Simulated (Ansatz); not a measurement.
A small benchmark: vertical ionisation energy

8 molecules; the vertical ionisation energy in eV, computed less measured. Shapes, held fixed at every level: PBE0-D4/def2-TZVP. No vibrational averaging. Programs: Ansatz 0.2.0. Measured values: NIST CCCBDB.

Levels: A = B3LYP-D4/def2-TZVPP; B = B2PLYP/def2-TZVPP; C = CCSD/def2-TZVPP.

| molecule | measured | A | B | C |
| --- | --- | --- | --- | --- |
| Cl2 (chlorine) | 11.49 | -0.09 | -0.13 | -0.01 |
| HF (hydrogen fluoride) | 16.12 | +0.13 | 0.00 | -0.18 |
| H2S (SMILES S) | 10.50 | -0.08 | -0.18 | -0.26 |
| C2H2 (acetylene) | 11.49 | -0.10 | -0.10 | -0.20 |
| H2CO (SMILES C=O) | 10.88 | 0.00 | -0.01 | -0.11 |
| NH3 (ammonia) | 10.82 | +0.10 | -0.01 | -0.12 |
| C2H4 (ethylene) | 10.68 | -0.05 | -0.11 | -0.15 |
| CH4S (methanethiol) | 9.44 | -0.04 | -0.11 | -0.12 |

(1) Which level does best on this set, which worst, and which err to one side?

Results:

(1) 
```csv
level,kind,mean error,mean absolute error,worst case
B3LYP-D4/def2-TZVPP,global hybrid,-0.016,0.074,HF
B2PLYP/def2-TZVPP,double hybrid,-0.081,0.081,H2S
CCSD/def2-TZVPP,coupled cluster or CI,-0.144,0.144,H2S
```

On this set B3LYP-D4/def2-TZVPP has the smallest mean absolute error and CCSD/def2-TZVPP the largest. B2PLYP/def2-TZVPP is too low in 7 of 8; CCSD/def2-TZVPP is too low in 8 of 8. The smallest two are near a tie. The set is small.
